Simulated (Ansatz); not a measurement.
C₄H₆F₂, SMILES `C/C(=C/F)CF` at its PBE0-D4/def2-TZVP geometry, where that method's forces vanish. Charge 0, multiplicity 1.

```
atom   x (Å)   y (Å)   z (Å)
  C1  -1.212   0.632   0.372
  C2  -0.035  -0.131  -0.140
  C3  -0.191  -1.107  -1.021
  F4   0.834  -1.821  -1.505
  C5   1.313   0.254   0.367
  F6   1.331   0.202   1.755
  H7  -1.117   1.697   0.136
  H8  -1.279   0.549   1.459
  H9  -2.145   0.269  -0.059
 H10  -1.141  -1.418  -1.442
 H11   1.550   1.286   0.085
 H12   2.092  -0.411  -0.007
```

For each bond, give half the difference of the two atoms' forces along it (eV/Å; positive pushes the atoms apart) under PBE-D4, r2SCAN-D4, B3LYP-D4, ωB97M-V in def2-TZVPP. (Best estimate.)

Computed: 
```tsv
bond	length (Å)	PBE-D4	r2SCAN-D4	B3LYP-D4	ωB97M-V
C1–C2	1.493	-0.14	0.02	0.14	0.22
C1–H7	1.095	0.12	-0.02	-0.06	-0.10
C1–H8	1.092	0.12	-0.02	-0.07	-0.10
C1–H9	1.091	0.11	-0.03	-0.06	-0.07
C2–C3	1.324	0.33	0.12	-0.10	-0.26
C2–C5	1.491	-0.20	-0.10	0.04	0.14
C3–F4	1.339	0.44	0.29	0.42	0.37
C3–H10	1.084	-0.06	-0.15	-0.19	-0.13
C5–F6	1.389	0.57	0.39	0.42	0.25
C5–H11	1.096	0.09	-0.06	-0.13	-0.15
C5–H12	1.090	0.08	-0.07	-0.15	-0.15
```

B3LYP here is the variant with VWN-RPA as its local correlation; programs differ in this.
